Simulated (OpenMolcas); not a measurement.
**BH3F− (SMILES [H][B-]([H])([H])F): levels of theory compared**

Aim: a comparison of 6 runs (HF/STO-3G, UHF/STO-3G, B3LYP/STO-3G, UPBE/STO-3G, MP2/STO-3G, ACPF/STO-3G) of BH3F−. 

The results are computed with OpenMolcas 26.06.

1 further run of the same task is left out (for a known fault of the program).

**1. The system as given**

BH3F− has 5 atoms, charge -1, and is taken as a singlet. SMILES: `[H][B-]([H])([H])F`. The B1–H3 distance was set to 2.146 Å, away from the relaxed value. At this shape a bond of the SMILES string is far longer than usual.

Bond lengths: B1–F2 1.447 Å, B1–H4 1.228 Å, B1–H5 1.226 Å. Angles: F2–B1–H4 108.4°, F2–B1–H5 108.4°, H4–B1–H5 110.5°.

**2. The energy at HF/STO-3G (run 1)**

Contents of mol.inp:

```
* BFH3 Hartree-Fock

&gateway
  baslib=$CurrDir
  coord
  5
  angstrom
  B       -0.870701      -0.008160       0.240737
  F       -0.857851      -0.029460       1.687097
  H        1.160070       0.011720      -0.454270
  H       -1.460901       1.004130      -0.126273
  H       -1.452021      -1.012310      -0.155833
  basis=STO-3G
  group=NoSym

&seward

&scf
  charge=-1
  thresholds=1e-10 1e-07 1e-07 1e-05
  prorbitals=1 1
```

The basis set STO-3G is read from a file made from the Basis Set Exchange's data (not shown).

On the command line:

```
$ export MOLCAS_MEM=1860
$ pymolcas mol.inp > mol.log
```

The log of the run:

```text
--- Start Module: gateway ---
[...]
--- Stop Module: gateway /rc=_RC_ALL_IS_WELL_ ---
--- Start Module: seward ---
[...]
      Basis functions           13
--- Stop Module: seward /rc=_RC_ALL_IS_WELL_ ---
--- Start Module: scf ---
[...]
       Convergence after  13 Iterations
[...]
::    Total SCF energy                               -123.8801661137
[...]
      Total spin, S                                     0.0000000000
[...]
      Total electronic charge=   18.000000
      Total            charge=   -1.000000
[...]
      Dipole Moment (debye):
      Origin of the operator (angstrom)=   -0.8371   -0.0196    1.0281
                   X= -3.1358E+00               Y= -7.7881E-02               Z=  4.0338E+00           Total=  5.1099E+00
      Center of Charge (angstrom)
[...]
--- Stop Module: scf /rc=_RC_ALL_IS_WELL_ ---
[...]
```

Wall time 1.5 s (1 thread of Arm Neoverse V1, shared host); peak memory 0.37 GiB.

**3. A single-point energy at UHF/STO-3G (run 2)**

Contents of mol.inp:

```
&GATEWAY
  BasLib = $CurrDir
  Coord
  5
  angstrom
  B       -0.870701      -0.008160       0.240737
  F       -0.857851      -0.029460       1.687097
  H        1.160070       0.011720      -0.454270
  H       -1.460901       1.004130      -0.126273
  H       -1.452021      -1.012310      -0.155833
  Basis = STO-3G
  Group = NoSym

&SEWARD

&SCF
  UHF
  Charge = -1
  Thresholds = 1e-10 1e-07 1e-07 1e-05
  Scramble = 0.25
  PrOrbitals = 1 1
```

The basis set STO-3G is read from a file made from the Basis Set Exchange's data (not shown).

On the command line:

```
$ export MOLCAS_MEM=1860
$ pymolcas mol.inp > mol.log
```

The log of the run:

```text
--- Start Module: gateway ---
[...]
--- Stop Module: gateway /rc=_RC_ALL_IS_WELL_ ---
--- Start Module: seward ---
[...]
      Basis functions           13
--- Stop Module: seward /rc=_RC_ALL_IS_WELL_ ---
--- Start Module: scf ---
[...]
       Convergence after  57 Iterations
[...]
::    Total SCF energy                               -123.8898870198
[...]
      Total spin, S                                     0.3219884557
[...]
      Total electronic charge=   18.000000
      Total            charge=   -1.000000
[...]
      Dipole Moment (debye):
      Origin of the operator (angstrom)=   -0.8371   -0.0196    1.0281
                   X= -1.5525E+00               Y= -6.2234E-02               Z=  3.4623E+00           Total=  3.7950E+00
      Center of Charge (angstrom)
[...]
--- Stop Module: scf /rc=_RC_ALL_IS_WELL_ ---
[...]
```

It took 2.5 s on 1 thread of Arm Neoverse V1, shared host; peak memory 0.37 GiB.

Runs 3 to 5 aren't shown in full; the table further down has their settings and results.

**4. The energy at ACPF/STO-3G (run 6)**

Contents of mol.inp:

```
&GATEWAY
BASLIB = $CurrDir
COORD
5
angstrom
B       -0.870701      -0.008160       0.240737
F       -0.857851      -0.029460       1.687097
H        1.160070       0.011720      -0.454270
H       -1.460901       1.004130      -0.126273
H       -1.452021      -1.012310      -0.155833
BASIS = STO-3G
GROUP = NoSym
&SEWARD
&SCF
CHARGE = -1
THRESHOLDS = 1e-10 1e-07 1e-07 1e-05
PRORBITALS = 1 1
&MOTRA
FROZEN = 2
&GUGA
ELECTRONS = 14
SPIN = 1
INACTIVE = 7
ACTIVE = 0
CIALL = 1
&CPF
ACPF
```

The basis set STO-3G is read from a file made from the Basis Set Exchange's data (not shown).

On the command line:

```
$ export MOLCAS_MEM=1860
$ pymolcas mol.inp > mol.log
```

The log of the run:

```text
--- Start Module: gateway ---
[...]
--- Stop Module: gateway /rc=_RC_ALL_IS_WELL_ ---
[...]
      Basis functions           13
[...]
       Convergence after  13 Iterations
[...]
::    Total SCF energy                               -123.8801661137
[...]
      Total spin, S                                     0.0000000000
[...]
      *** WARNING: Default frozen orbitals is overwritten by user input.
      *** Default values:   2
[...]
--- Start Module: guga ---
[...]
--- Stop Module: guga /rc=_RC_ALL_IS_WELL_ ---
--- Start Module: cpf ---
[...]
      Active orbitals                            0       0
[...]
      Spin quantum number                      0.0
[...]
     FINAL ACPF ENERGY        -123.99516167
     FINAL CORRELATION ENERGY   -0.11499556  REFERENCE ENERGY    -123.88016611
[...]
      Title:  ACPF natural orbitals
[...]
      Total electronic charge=   18.000000
      Total            charge=   -1.000000
[...]
      Dipole Moment (debye):
      Origin of the operator (angstrom)=   -0.8371   -0.0196    1.0281
                   X= -1.2772E+00               Y= -6.3683E-02               Z=  3.6838E+00           Total=  3.8995E+00
      Quadrupole Moment (debye*angstrom):
[...]
--- Stop Module: cpf /rc=_RC_ALL_IS_WELL_ ---
[...]
```

Wall time 1.7 s (1 thread of Arm Neoverse V1, shared host); peak memory 0.37 GiB.

**5. The series**

| run | level | scramble | integration grid | energy (Eh) | HOMO energy (eV) | LUMO energy (eV) | HOMO–LUMO gap (eV) | wall time |
| --- | --- | --- | --- | --- | --- | --- | --- | --- |
| 1 | HF/STO-3G | – | – | -123.880166 | 1.73 | 15.86 | 14.14 | 1.5 s |
| 2 | UHF/STO-3G | 0.25 | – | -123.889887 | 2.52 | 16.09 | 13.57 | 2.5 s |
| 3 | B3LYP/STO-3G | – | UltraFine | -124.529981 | 4.86 | 11.59 | 6.73 | 5.4 s |
| 4 | UPBE/STO-3G | 0.25 | UltraFine | -124.381458 | 6.05 | 11.02 | 4.97 | 7.8 s |
| 5 | MP2/STO-3G | – | – | -123.958299 | 1.73 | 15.86 | 14.14 | 1.6 s |
| 6 | ACPF/STO-3G | – | – | -123.995162 | 1.73 | 15.86 | 14.14 | 1.7 s |

**6. Results**

| quantity | value |
| --- | --- |
| run 6: total energy | -123.99516 Eh |
| run 6: HOMO energy (Hartree–Fock orbitals) | 1.73 eV |
| run 6: LUMO energy (Hartree–Fock orbitals) | 15.86 eV |
| run 6: HOMO–LUMO gap (to an unbound level, set by the basis) | 14.14 eV |
| run 6: correlation energy (2 core orbitals frozen) | -115.0 mEh |

**Reading.** Below the UHF energy at the same shape and in the same basis (STO-3G): MP2 -68.4 mEh; ACPF -105.3 mEh. Some of these start from another determinant than that one, so these aren't their correlation energies. Over runs 1, 2, 3, 4 the HOMO–LUMO gap runs from 4.97 eV (UPBE/STO-3G) to 14.14 eV (HF/STO-3G). The empty levels of an anion lie above zero and hang on the basis. Totals of different functionals can't be ranked against each other. In runs 1, 2, 3, 4, 5, 6 the HOMO lies above zero, so the outermost electron may be held by the basis alone. In runs 1, 2, 3, 4, 5, 6 the basis is minimal, so the values are rough. Spin contamination of the reference: run 2 ⟨S²⟩ = 0.43. All runs together took 21 s, the longest 7.8 s.
